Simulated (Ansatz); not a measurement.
Geometry optimisation, RKS PBE/def2-SVP in Ansatz 0.2.0.

Input file:

```yaml
crystal:
  periodic: [false, false, false]
  atoms:
    - { symbol: Si, position_ang: [-0.001777, -0.017781, 0.132959] }
    - { symbol: F, position_ang: [-0.210691, -0.082995, -1.520279] }
    - { symbol: H, position_ang: [0.847457, -1.190133, 0.507549] }
    - { symbol: H, position_ang: [0.579506, 1.322042, 0.451385] }
    - { symbol: "N", position_ang: [-1.477162, -0.145749, 1.017352] }
    - { symbol: H, position_ang: [1.953874, 0.207269, -1.605233] }
    - { symbol: H, position_ang: [2.420187, 0.293713, -1.08276] }
    - { symbol: H, position_ang: [-1.986684, -1.031806, 1.05367] }
    - { symbol: H, position_ang: [-2.124709, 0.64544, 1.045357] }
basis:
  gaussian: { orbitals: def2-SVP }
hamiltonian:
  xc: pbe
relax:
  f_tol: 0.03
  max_steps: 50
```

Launched with:

```bash
$ ansatz run input.yaml --threads 2 --pin off --max-ram 3072MiB --backend cpu --events-out ev --progress --plain --runs-dir out
```

Q: Where does it end, and by what steps?

A: The forces met the threshold. The force dipped under the threshold on the way, but the program's further checks kept it going. After 23 steps the energy has fallen by 0.202 eV; H7 moved furthest, 1.63 Å.

```csv
step,energy less start (eV),largest force component (eV/Å),accepted
0,0.0000,1.908,yes
1,-0.1314,0.265,yes
2,-0.1620,0.196,yes
3,-0.1679,0.691,yes
4,-0.1771,0.154,yes
5,-0.1820,0.076,yes
6,-0.1741,0.462,no
7,-0.1834,0.045,yes
8,-0.1854,0.252,yes
9,-0.1884,0.182,yes
10,-0.1923,0.168,yes
11,-0.1878,0.663,no
12,-0.1948,0.069,yes
13,-0.1966,0.020,yes
14,-0.1965,0.321,no
15,-0.1979,0.040,yes
16,-0.1985,0.127,yes
17,-0.1993,0.110,yes
18,-0.2001,0.091,yes
19,-0.2005,0.081,yes
20,-0.2011,0.054,yes
21,-0.2013,0.083,yes
22,-0.2015,0.040,yes
23,-0.2016,0.028,yes
```

```xyz
9
Properties=species:S:1:pos:R:3
Si -0.106 -0.012 0.693
F 0.370 0.021 -0.891
H 0.567 -1.201 1.304
H 0.308 1.302 1.278
N -1.803 -0.185 0.928
H 2.356 0.244 -2.203
H 3.008 0.317 -2.605
H -2.264 -1.081 0.757
H -2.437 0.595 0.739
```

The run took 25 s on 2 threads of Arm Neoverse V1 (shared host), peak memory 0.15 GiB.
